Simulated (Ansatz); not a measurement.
Process, species as SMILES: C=C(F)F + 4 [H][H] (H2) → 2 C (CH4) + 2 F (HF)
B3LYP-D3(BJ)/def2-TZVP geometries, fixed; electronic energies without zero-point terms.

How fast the energy of full hydrogenation converges with the basis for several methods (Ansatz, a quantum-chemistry and plane-wave program): deviation from each method's own reference, in kcal/mol. References: B2PLYP -98.72 kcal/mol, the value in aug-cc-pVQZ; B3LYP -96.39 kcal/mol, the value in aug-cc-pVQZ; CCSD(T) -99.88 kcal/mol, Hartree-Fock in cc-pVQZ plus the correlation part extrapolated as X^-3 from cc-pVTZ and cc-pVQZ; HF -102.41 kcal/mol, the value in aug-cc-pVQZ; MP2 -102.45 kcal/mol, Hartree-Fock in aug-cc-pVQZ plus the correlation part extrapolated as X^-3 from aug-cc-pVTZ and aug-cc-pVQZ; PBE -95.03 kcal/mol, the value in aug-cc-pVQZ. Cartesian d functions, on some or all atoms, in 6-31G**, 6-31+G*; all else is spherical. In correlated methods cores are frozen. No added dispersion term, no relativity. 

| basis | functions | B2PLYP | B3LYP | CCSD(T) | HF | MP2 | PBE |
|---|---|---|---|---|---|---|---|
| STO-3G | 22 | (withheld) | 56.27 | 55.92 | 19.86 | 52.92 | 67.07 |
| pcseg-0 | 40 | (withheld) | 25.53 | 28.76 | 2.65 | 26.04 | 30.14 |
| def2-SV(P) | 60 | (withheld) | 33.09 | 36.78 | 19.94 | 34.99 | 36.50 |
| def2-SVP | 66 | (withheld) | 13.93 | 6.09 | -0.23 | 6.28 | 16.28 |
| cc-pVDZ | 66 | (withheld) | 14.09 | 6.87 | 0.11 | 7.22 | 16.74 |
| pcseg-1 | 66 | (withheld) | 7.17 | 1.15 | -4.71 | 1.52 | 9.47 |
| 6-31G** | 70 | (withheld) | 16.76 | 12.59 | 3.53 | 12.66 | 19.13 |
| 6-31+G* | 80 | (withheld) | 4.95 | 14.27 | -0.20 | 11.37 | 5.91 |
| aug-pcseg-1 | 110 | (withheld) | -1.02 | -2.75 | -2.96 | -2.74 | -0.43 |
| pcseg-2 | 148 | (withheld) | 0.03 | 0.01 | -0.71 | -0.44 | 0.78 |
| 6-311++G(3df,3pd) | 192 | (withheld) | 0.19 | -0.32 | 0.19 | -0.54 | 0.44 |
| aug-cc-pVTZ | 230 | (withheld) | -0.14 | -0.32 | -0.25 | -0.47 | -0.02 |

Problem. Some entries are withheld; supply them.

Solution. 
- STO-3G, B2PLYP: 51.68
- pcseg-0, B2PLYP: 24.49
- def2-SV(P), B2PLYP: 32.73
- def2-SVP, B2PLYP: 10.61
- cc-pVDZ, B2PLYP: 11.07
- pcseg-1, B2PLYP: 4.75
- 6-31G**, B2PLYP: 14.80
- 6-31+G*, B2PLYP: 6.56
- aug-pcseg-1, B2PLYP: -1.79
- pcseg-2, B2PLYP: -0.08
- 6-311++G(3df,3pd), B2PLYP: 0.02
- aug-cc-pVTZ, B2PLYP: -0.22

Mean absolute deviation over pcseg-2, 6-311++G(3df,3pd), aug-cc-pVTZ: B2PLYP 0.11, B3LYP 0.12, CCSD(T) 0.22, HF 0.38, PBE 0.41, MP2 0.48 kcal/mol.
